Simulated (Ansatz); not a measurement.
C2H4, SMILES C=C.

The structure is a stationary point at B3LYP-D3(BJ)/def2-TZVP.

Two levels are set side by side: PBE/def2-TZVPD (Ansatz, a program for electronic structure) and PBE0/def2-TZVPD (Ansatz). Energy differences of separate SCF runs at the same geometry; the states with an electron removed or added have multiplicity 2 and 2. Differences are taken from unrounded values.

```json
[
 {"quantity": "vertical ionisation energy (eV)", "PBE0": "10.51"},
 {"quantity": "vertical singlet–triplet gap (eV)", "PBE0": "4.34"}
]
```

Task: What does PBE give, and how far is it from PBE0? (Estimate from the structure and the level; the computed values follow.)

Result: 
```
quantity                             PBE  PBE minus PBE0
---------------------------------  -----  --------------
vertical ionisation energy (eV)    10.68            0.17
vertical singlet–triplet gap (eV)   4.55            0.21
```
